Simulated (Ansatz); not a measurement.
## 1,2-elimination

Start structure (CH$_{5}$BO, closed shell), relaxed at PBE0-D4/def2-TZVP:

```xyz
8
angstrom
B -0.5237 -0.4471 -0.3506
O -0.4104 -1.6620 0.2378
C 0.3509 0.7900 0.0424
H 0.8955 1.1563 -0.8348
H -1.3569 -0.3778 -1.2123
H 0.2621 -1.6866 0.9248
H -0.2938 1.6203 0.3514
H 1.0761 0.6068 0.8412
```

The step: CH₅BO ([CH3][BH][OH]) → CH₃B ([BH][CH2]) + H₂O (still joined by a long B–O bond); bonds formed: O2–H4; bonds broken: C3–H4; bonds weakened to dative contacts: B1–O2. Ansatz 0.2.0; basis: def2-TZVPP and def2-QZVPP; cores frozen in the correlated methods. Extrapolation: Hartree–Fock as exp(−7.88 √X), correlation as X^−2.97. Energies below are by CCSD(T) at an estimated basis limit (MP2 extrapolated from triple and quadruple zeta, plus CCSD(T) − MP2 in triple zeta).

Q: What are the electronic barrier and the energy of the step, from the start structure to the end structure? (An estimate is asked for; the value comes from the calculation.)

A: Computed: Barrier 3.556 eV; step energy 2.826 eV (uphill); reverse barrier, their difference, 0.730 eV. Barrier and step energy count from the start structure, the reverse barrier from the end structure.

The saddle point: One imaginary mode of 1469i cm⁻¹.
| pair | start (Å) | saddle (Å) | end (Å) |
| --- | --- | --- | --- |
| O2–H4 | 3.29 | 1.18 | 0.97 |
| B1–O2 | 1.35 | 1.57 | 1.62 |
| C3–H4 | 1.10 | 1.58 | 2.48 |

Zero-point energy (harmonic, PBE0-D4): ZPE is 1.743 eV at the start and 1.578 eV at the saddle, so the barrier goes from 3.556 to 3.390 eV.

First-order rate constant out of the start structure at 498 K by transition-state theory, with harmonic vibrational free energies alone and no tunnelling: ΔA‡ = 3.424 eV, so k = (kB T/h) exp(−ΔA‡/kB T) ≈ 10^-22 s⁻¹ (an order of magnitude at best: rotation, the number of equivalent paths and anharmonicity are left out).

T1 diagnostic: at most 0.013.

Labels in which every atom is bracketed show which atoms are joined, not bond orders.

For scale, one of the runs: CCSD(T)/def2-TZVPP, 163 basis functions, launched by `ansatz run in.yaml --threads 2 --pin off --events-out ev --progress --plain --max-ram 4352MiB`. Time: 23 s of wall clock on 2 CPU threads of an Arm Neoverse V1; the host was shared. Peak host memory: 1.3 GiB.
